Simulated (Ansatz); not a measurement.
Born–Oppenheimer molecular dynamics of H$_{8}$Si$_{2}$ (10 atoms, charge 0, multiplicity 1). It starts at the highest image of a converged band. Of that band: Beside the main top the profile has a ripple of under 15 meV (maxima at images 4, 7), which may be a very shallow well or noise. Neighbouring images differ by up to 2.6 eV, so the band resolves the path poorly. A vibrational analysis at the climbing image gives one clearly imaginary mode, 1542i cm⁻¹: a first-order saddle point.

The calculation used RKS revPBE-D4/def2-SVP (Ansatz 0.2.0).

```yaml
ensemble: NVE (velocity Verlet)
time_step: 0.5 fs
steps_asked: 200
starting_velocities_drawn_for: 300 K
seed: 7378
```

First frame:

```xyz
10
Properties=species:S:1:pos:R:3
Si -0.097 -0.048 -0.014
H 0.392 -0.663 1.572
H 0.978 0.999 0.145
H -1.012 0.586 -1.091
H 0.199 -1.413 -0.572
Si -2.542 0.148 1.081
H -3.240 -0.646 0.012
H -3.084 -0.236 2.441
H -2.739 1.621 0.853
H -0.752 -0.349 1.461
```

**Question.** How far do the bonds stretch over the last three quarters of this one trajectory? (Pairs bonded in most of those frames.)

**Answer.** 
| bond | mean (Å) | spread (Å) | shortest | longest |
| --- | --- | --- | --- | --- |
| Si1–H2 | 1.546 | 0.113 | 1.37 | 1.71 |
| Si1–H3 | 1.518 | 0.035 | 1.46 | 1.58 |
| Si1–H4 | 1.506 | 0.034 | 1.45 | 1.56 |
| Si1–H5 | 1.516 | 0.016 | 1.49 | 1.54 |
| Si6–H7 | 1.520 | 0.059 | 1.42 | 1.62 |
| Si6–H8 | 1.528 | 0.052 | 1.44 | 1.62 |
| Si6–H9 | 1.512 | 0.047 | 1.43 | 1.58 |
| Si6–H10 | 1.539 | 0.115 | 1.36 | 1.72 |

Mean temperature of the second half: 2516 K. The conserved energy stayed within 0.35 meV per atom of its start (net change 0.013 meV per atom), so the integration is sound. The kinetic energy rose, since the run started high on the potential surface and went downhill. It ends in pieces (H4Si + H4Si), so much of that is their flight and rotation, not heat. A run of 0.1 ps of so small a system gives no equilibrium averages. The orbitals stay closed-shell, which can raise the energy where a bond breaks towards radicals; this wasn't checked here.

Run time: 2.2 min on 1 thread of AMD EPYC 9R45 96-Core Processor (Zen 5) (shared host), peak memory 0.17 GiB.
